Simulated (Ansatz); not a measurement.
# CH5NSi (SMILES C[Si]N) at r2SCAN/def2-SVPD

What is the energy change on altering one bond length of CH5NSi at r2SCAN/def2-SVPD? 

The results are computed with Ansatz 0.2.0.

60 further runs of the same task are left out: 60 set aside as unsound or not needed.

## (1) The structure to begin with

CH5NSi: 8 atoms, total charge 0, spin state singlet. SMILES: `C[Si]N`. Geometry: relaxed at PBE0-D4/def2-TZVP. This is one conformer, not always the lowest.

Bond lengths: C1–Si2 1.904 Å, Si2–N3 1.709 Å, C1–H4 1.094 Å, C1–H5 1.094 Å, C1–H6 1.098 Å, N3–H7 1.008 Å, N3–H8 1.010 Å. Angles: C1–Si2–N3 98.7°, Si2–C1–H4 115.0°, Si2–C1–H5 110.7°, Si2–C1–H6 107.9°, Si2–N3–H7 121.7°, Si2–N3–H8 126.1°, H4–C1–H5 108.8°, H4–C1–H6 108.0°, H5–C1–H6 106.1°, H7–N3–H8 112.1°.

## (2) The energy at r2SCAN/def2-SVPD

The input, in.yaml:

```yaml
basis:
  gaussian: {orbitals: def2-SVPD}
crystal:
  periodic: [false, false, false]
  atoms:
    - {symbol: C, position_ang: [-0.660000, 0.824700, -0.552100]}
    - {symbol: Si, position_ang: [0.963800, 0.653800, 0.427700]}
    - {symbol: "N", position_ang: [0.932200, -1.034400, 0.690700]}
    - {symbol: H, position_ang: [-1.026400, -0.101800, -1.004300]}
    - {symbol: H, position_ang: [-0.562500, 1.583400, -1.334100]}
    - {symbol: H, position_ang: [-1.431400, 1.195000, 0.135900]}
    - {symbol: H, position_ang: [1.651200, -1.501900, 1.220100]}
    - {symbol: H, position_ang: [0.225200, -1.675700, 0.360300]}
hamiltonian: {xc: {name: r2SCAN}}
output: {orbitals: {seedname: orbitals}}
accuracy: high
```

Run with:

```bash
$ ansatz run in.yaml --threads 1 --pin off --max-ram 3480MiB --events-out events.jsonl --progress --plain --runs-dir runs
```

Output:

```text
Warning: RAYON_NUM_THREADS=1 ignored (pool sized by the plan → 1); use --threads N
Functional definition: r2SCAN
  name "r2SCAN"
  parameter k0 = 0.174
  parameter k1 = 0.065
  parameter a1 = 4.9479
  exchange = r2scan_x(k0 = k0, k1 = k1, a1 = a1)
  correlation = r2scan_c
2100 factors; integrals over basis functions are off by at most 3.5e-9 eV
mean field evaluation 1: about -10468.0702 eV, gradient 7.2e1 eV
mean field evaluation 2: about -10434.8978 eV, gradient 1.2e2 eV
mean field evaluation 4: about -10479.1727 eV, gradient 1.0e1 eV
mean field evaluation 8: about -10479.4401 eV, gradient 1.1e-1 eV
mean field evaluation 16: about -10479.4401 eV, gradient 4.1e-6 eV
mean field -10479.44009684 eV, -385.1123203391 hartree, gradient 7.0e-8 eV, S^2 0.000000; 0 other end points of the search recorded, 0 dependent functions left out
reference -10479.44009776 eV, -385.1123203732 hartree; 16, 16 occupied and 88, 88 virtual orbitals, 2100 factors
Total energy: -10479.44009776 eV, -385.1123203732 hartree
```

Wall time 8.7 s (1 thread of AMD EPYC 7R43 (Zen 3), shared host); peak memory 0.35 GiB.

## (3) The distorted shape at the same level

The input, input.yaml:

```yaml
crystal:
  periodic: [false, false, false]
  atoms:
    - symbol: C
      position_ang: [-0.689251, 0.597085, -0.317495]
    - symbol: Si
      position_ang: [0.934549, 0.426185, 0.662305]
    - symbol: N
      position_ang: [0.902949, -1.262015, 0.925305]
    - symbol: H
      position_ang: [-1.055651, -0.329415, -0.769695]
    - symbol: H
      position_ang: [-0.562500, 1.583400, -1.334100]
    - symbol: H
      position_ang: [-1.460651, 0.967385, 0.370505]
    - symbol: H
      position_ang: [1.621949, -1.729515, 1.454705]
    - symbol: H
      position_ang: [0.195949, -1.903315, 0.594905]
basis:
  gaussian:
    orbitals: def2-SVPD
output: {orbitals: {seedname: orbitals}}
hamiltonian:
  xc: r2scan
accuracy: high
```

Run with:

```bash
$ ansatz run input.yaml --threads 1 --pin off --max-ram 3480MiB --events-out events.jsonl --progress --plain --runs-dir runs
```

Output, shortened:

```text
Warning: RAYON_NUM_THREADS=1 ignored (pool sized by the plan → 1); use --threads N
[... 7 set-up lines as earlier in the session ...]
2119 factors; integrals over basis functions are off by at most 3.9e-9 eV
mean field evaluation 1: about -10467.3107 eV, gradient 7.1e1 eV
mean field evaluation 2: about -10430.5359 eV, gradient 1.3e2 eV
mean field evaluation 4: about -10478.0599 eV, gradient 1.3e1 eV
mean field evaluation 8: about -10478.4802 eV, gradient 1.4e-1 eV
mean field evaluation 16: about -10478.4803 eV, gradient 8.1e-6 eV
mean field -10478.48026419 eV, -385.0770471401 hartree, gradient 9.8e-8 eV, S^2 0.000000; 0 other end points of the search recorded, 0 dependent functions left out
reference -10478.48026512 eV, -385.0770471741 hartree; 16, 16 occupied and 88, 88 virtual orbitals, 2119 factors
Total energy: -10478.48026512 eV, -385.0770471741 hartree
```

Run time: 8.7 s. Hardware: 1 thread of AMD EPYC 7R43 (Zen 3), shared host; peak memory 0.35 GiB.

## (4) Summary of results

At r2SCAN/def2-SVPD:

| quantity | value |
| --- | --- |
| first shape: total energy | -385.11232 Eh |
| first shape: HOMO energy | -5.18 eV |
| first shape: LUMO energy | -1.82 eV |
| first shape: HOMO–LUMO gap | 3.36 eV |
| distorted shape: total energy | -385.07705 Eh |
| distorted shape: HOMO energy | -5.22 eV |
| distorted shape: LUMO energy | -1.87 eV |
| distorted shape: HOMO–LUMO gap | 3.35 eV |
| energy change with the C1–H5 bond stretched from 1.094 to 1.422 Å | 0.960 eV |

What this shows: With the C1–H5 bond stretched from 1.094 to 1.422 Å the energy rises by 0.96 eV (22.1 kcal/mol). The first shape isn't relaxed at this level, so the change isn't measured from a minimum.
